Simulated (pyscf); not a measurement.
Structures and frequencies: ωB97X-D3(BJ)/def2-SVP in PySCF.

**Question.** How much does it cost (ΔH, 298 K, ωB97M-D3(BJ)/def2-TZVP) to split H₂N–TaH(Cl)(Cl)–Cl at its H–Ta bond into [H₂N–Ta(Cl)(Cl)–Cl]• + H•?

**Answer.** H–Ta to [H₂N–Ta(Cl)(Cl)–Cl]• + H•: 234.4 kJ/mol. The 7 functionals that were run give +220.8 (M06-2X) to +245.2 kJ/mol (B3LYP-D3(BJ)). The radicals are drawn with the spin at the cut bond; how far it spreads was not checked. Other isomers of [H₂N–Ta(Cl)(Cl)–Cl]• were not searched in full and may lie lower. Open-shell species with a d-block atom are single-reference here; other states, and whether the spin sits on metal or ligand, were not checked. Elements past Kr carry the def2 core potentials, without spin-orbit coupling.
